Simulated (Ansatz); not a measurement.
# CHSi: the cost of one run

Method: def2-QZVPP, core rule «outside noble gas», up to 6 orbitals frozen; program: Ansatz 0.2.0, Gaussian basis.

Plan: UHF; ROHF; CCSD(T) on UHF.

### 1 The geometry

The geometry is a PBE0/def2-TZVP stationary point (not a proven minimum).

3 atoms, charge 0, spin multiplicity 4.

Atoms are counted from 1 here; the program's logs count them from 0.

Bond lengths: Si1–C2 1.893 Å, C2–H3 1.096 Å. Angles: Si1–C2–H3 133.1°.

### 2 UHF

Input file in.yaml:

```yaml
crystal:
  periodic: [false, false, false]
  atoms:
    - {symbol: Si, position_ang: [0.000000, 0.032553, 0.617233]}
    - {symbol: C, position_ang: [0.000000, -0.127023, -1.268554]}
    - {symbol: H, position_ang: [0.000000, 0.606549, -2.082531]}
basis:
  gaussian: {orbitals: "def2-QZVPP.json"}
magnetization: {spin_polarized: true, initial_magnetization: 3}
hamiltonian: {xc: hf}
output: {orbitals: {seedname: orbitals}}
```

On the command line:

```sh
$ ansatz run in.yaml --threads 1 --pin off --events-out ev --progress --plain --max-ram 4096MiB --backend cpu
```

What time and memory should one allow on 1 thread of AMD EPYC 7R13, shared host?

About 8 s, with a peak of 0.33 GiB.
